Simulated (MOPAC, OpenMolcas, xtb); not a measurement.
## C2H2F2 (1,2-difluoroethene): the dipole moment, rung by rung

C2H2F2 has 6 atoms, charge 0, and is taken as a singlet. SMILES: `F/C=C\F`. The shape is that of a GFN2-xTB optimisation.

```csv
atom,x (Å),y (Å),z (Å)
F,-0.1992,-0.8218,-1.5283
C,0.3745,-0.1513,-0.5271
C,-0.2597,0.2091,0.5742
F,-1.5460,-0.0583,0.8106
H,1.4143,0.0708,-0.7049
H,0.2162,0.7515,1.3755
```

Quantity: the dipole moment, in D. The values are calculated.

```tsv
level	kind	program	value (D)	CPU time
GFN2-xTB	semi-empirical	xtb	3.04	under 2 s
PM6	semi-empirical	MOPAC	2.22	under 2 s
PM6-ORG	semi-empirical	MOPAC	2.19	under 2 s
GFN0-xTB	semi-empirical	xtb	2.92	under 2 s
HF/ANO-L-MB	Hartree–Fock	OpenMolcas	2.48	3.3 s
HF/STO-3G	Hartree–Fock	OpenMolcas	1.58	1.9 s
HF/3-21G	Hartree–Fock	OpenMolcas	3.02	1.8 s
HF/def2-SVP	Hartree–Fock	OpenMolcas	2.86	3.8 s
BLYP/3-21G	GGA	OpenMolcas	1.82	8.5 s
PBE/6-311+G**	GGA	OpenMolcas	2.28	33 s
```

The values span 1.58 to 3.04 D. Sets without polarisation functions give poor dipoles. Times are those of the runs behind each value, whatever else they computed, on shared processors of several kinds: orders of magnitude only.
